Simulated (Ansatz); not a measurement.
Cost and result for the atomization energy of C$_{4}$H$_{7}$ClO (`CC(Cl)/C=C/O`) (13 atoms, 12 bonds).

```xyz
13

C     0.333    0.724   -1.760
C    -0.488    0.550   -0.501
Cl   -2.246    0.448   -0.980
C    -0.115   -0.641    0.290
C     0.145   -0.566    1.590
O     0.505   -1.646    2.320
H     0.243   -0.156   -2.399
H     0.005    1.597   -2.325
H     1.385    0.849   -1.490
H    -0.435    1.448    0.117
H    -0.056   -1.597   -0.220
H     0.077    0.379    2.125
H     0.645   -1.388    3.233
```

Charge 0, multiplicity 1. All single points use the PBE0-D4/def2-TZVP geometry. It is one conformer, not always the lowest. Program: Ansatz. All runs use 2 threads of an AMD EPYC 7R13 on a shared host and a share of an NVIDIA H100 80 GB. Times are those of one run each, without the atoms' runs, and a repeat can differ threefold. Electronic energies, without spin–orbit coupling; frozen cores. CCSD(T)/CBS adds CCSD(T) − MP2 in def2-TZVPP to the MP2 limit, and its time is that of the two runs behind it. T1 = 0.011. B3LYP takes the VWN-RPA correlation (the form of Gaussian; ORCA's B3LYP/G).

CCSD(T)/CBS is a level of theory with its own doubt, some kJ/mol a heavy atom from the limit and from the frozen cores, so smaller differences don't rank the functionals.

```
                             level  functions  wall time  atomization (kJ/mol)  difference from CCSD(T)/CBS  per bond
                 B2PLYP/def2-TZVPP        295      5.5 s                5126.0                        -52.5      -4.4
                PBE0-D4/def2-TZVPP        295        7 s                5227.6                         49.1       4.1
r2SCAN-D4/def2-TZVPP (with forces)        295      7.5 s                5204.4                         25.9       2.2
                ωB97X-V/def2-TZVPP        295        8 s                5181.8                          3.3       0.3
 B3LYP-D4/def2-TZVPP (with forces)        295      8.5 s                5175.6                         -2.9      -0.2
                CCSD(T)/def2-TZVPP        295      9.5 s                5048.8                       -129.7     -10.8
  ωB97M-V/def2-TZVPP (with forces)        295      9.5 s                5197.2                         18.7       1.6
                    MP2/def2-QZVPP        565       11 s                5230.9                         52.4       4.4
   PBE-D4/def2-TZVPP (with forces)        295       12 s                5333.9                        155.4      12.9
                 CCSD(T)/CBS(def2)          –       20 s                5178.5                          0.0       0.0
```

From PBE to PBE0 (25 % exact exchange), in def2-TZVPP and without D4, the atomization energy moves by −102.2 kJ/mol: exact exchange takes away binding that semilocal exchange gives to molecules. The D4 term adds +42.5 kJ/mol with B3LYP and +22.5 kJ/mol with PBE0; it sums over pairs of atoms, weighted by their polarisabilities, and B3LYP, whose exchange is more repulsive, gets the larger term. In def2-TZVPP, CCSD(T) changes the Hartree–Fock value by +1291.2 kJ/mol (the triples alone add +86.1 kJ/mol) and MP2 by +1397.1 kJ/mol; breaking electron pairs costs correlation energy, which Hartree–Fock lacks.
